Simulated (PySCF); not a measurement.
## Ne: ionisation energy

Ne [Ne] (1S) → Ne⁺ [He] 2s2 2p5 (2P), as a difference of total energies. All numbers are calculated (PySCF 2.14, no relativity, point nucleus, in dyall-av2z (11s7p2d, 42 functions)). Correlated levels: valence: 1s2 frozen; virtual orbitals above 40 to 60 times the deepest correlated orbital energy dropped. The calculations carry no spin-orbit coupling.

```tsv
method	ionisation energy (eV)	error (eV)
UHF	19.712	-1.885
LDA	22.225	+0.628
PBE	21.704	+0.107
PBE0	21.495	-0.102
r2SCAN	21.538	-0.059
r2SCAN0	21.374	-0.223
wB97X	21.511	-0.086
r2SCANh	21.472	-0.125
wB97M-V	21.465	-0.132
MP2 (valence)	21.525	-0.072
SCS-MP2 (valence)	21.379	-0.218
```

Reference: 21.597 eV (measured; NIST levels, between the centres of gravity of the two terms).

Errors of the correlated levels include the incompleteness of this basis and the frozen core.
